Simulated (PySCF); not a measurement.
**CF₃⁺: from structure and modes to constants**

Method: PySCF, PBE0, basis C def2-TZVP, F def2-TZVP (no relativity, density fitting).

The singlet minimum has D3h symmetry. Masses (u): C 12.00000, F 18.99840.

```xyz
4
charge 1 multiplicity 1, angstrom
C     0.0000    0.0000    0.0000
F     0.0000    0.0000    1.2297
F     1.0649    0.0000   -0.6149
F    -1.0650    0.0000   -0.6148
```

Harmonic wavenumbers (cm⁻¹): 595.0 (e', ×2), 811.0 (a2'', ×1), 1072.5 (a1', ×1), 1708.2 (e', ×2).

(1) What is the harmonic zero-point energy?

(2) Find the vibrational entropy and heat capacity at 298.15 K.

(3) Give the standard entropy (298.15 K, 1 bar) by its translational, rotational, vibrational and spin parts, and Cp.

Answers

(1) Half the sum of all 6 wavenumbers, 6490/2 = 3245 cm⁻¹, which is 38.8 kJ/mol (1 cm⁻¹ = 0.0119627 kJ/mol).

(2) With u = 1.43878 ω/T, each mode gives S = R[u/(eᵘ−1) − ln(1−e⁻ᵘ)] and C = R u² eᵘ/(eᵘ−1)².
```
   ω (cm⁻¹)      u  S (J/(mol K))  C (J/(mol K))
 595.0 (×2)  2.871           1.92           4.36
      811.0  3.914           0.83           2.65
     1072.5  5.176           0.29           1.27
1708.2 (×2)  8.243           0.02           0.15
```
The sums over all modes are S = 5.0 and C = 12.9 J/(mol K); the softest mode gives 38 % of the entropy (each member, where degenerate).

(3) Sackur–Tetrode with M = 69.00 u gives 161.7; rotation with symmetry number 6 gives 83.4; vibration 5.0; spin R ln 1 = 0.0. The total is 250.1 J/(mol K), and Cp = 4 R + 12.9 = 46.2 J/(mol K).

Other isomers or separated fragments may lie lower.
